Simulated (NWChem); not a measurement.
Species: hydrogen sulfide (H2S); SMILES S

Program: NWChem. Geometry: optimised at PBE0/def2-SVP. B3LYP is NWChem's, with the RPA form of VWN correlation. Ions are spin-unrestricted doublets at the neutral geometry; other ion states weren't tried.

For level B3LYP/def2-SVP:

* **−ε(HOMO) (eV)**: 6.90

**Question.** How do the values read with level PBE/def2-SVP instead?

**Answer.** 
- −ε(HOMO) (eV): 5.85
